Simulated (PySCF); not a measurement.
Isomers of C4H10O2. Theory: PBE0-D3(BJ)/def2-SVP geometry optimisation, gas phase (PySCF 2.14.0). One conformer each; no zero-point energy, no entropy. No frequencies were run at this level. Point groups hold within 0.08 Å.

Question: Order them by energy at this level, lowest first, and give relative energies in kJ/mol.
A. `[OH:1][CH2:2][CH2:3][CH2:4][CH2:5][OH:6]` with H–O1–C2–C3 176°, O1–C2–C3–C4 -53°, C2–C3–C4–C5 -52°, C3–C4–C5–O6 -51°, C4–C5–O6–H -60° (1,4-butanediol)
B. `[CH3:1][O:2][CH2:3][CH2:4][O:5][CH3:6]` with C1–O2–C3–C4 180°, O2–C3–C4–O5 180°, C3–C4–O5–C6 180°
C. `[CH3:1][O:2][CH2:3][CH2:4][CH2:5][OH:6]` with C1–O2–C3–C4 -178°, O2–C3–C4–C5 62°, C3–C4–C5–O6 178°, C4–C5–O6–H 65° (3-methoxy-1-propanol)

Answer: A (0.0), C (34.4), B (72.2).

As drawn, the lowest has an O–H bond, which the highest lacks.

```csv
SMILES,E (Eh),E rel (kJ/mol),dipole (D),point group,"A, B, C (MHz)"
OCCCCO,-308.30715,0.0,0.45,–,"5716, 2083, 2032"
COCCCO,-308.29404,34.4,1.98,C1,"10663, 1471, 1378"
COCCOC,-308.27964,72.2,0.00,C2h,"19288, 1302, 1259"
```

Q: How do the relative energies change in single points at wB97X-D/def2-SVPD (no added dispersion term) on the same geometries?

A: 
```tsv
SMILES	PBE0-D3(BJ)/def2-SVP (kJ/mol)	wB97X-D/def2-SVPD (kJ/mol)	shift
OCCCCO	0.0	0.0	0.0
COCCCO	34.4	37.1	+2.7
COCCOC	72.2	79.3	+7.1
```

Each column counts from its own lowest isomer. The order is unchanged; the largest shift is 7.1 kJ/mol.
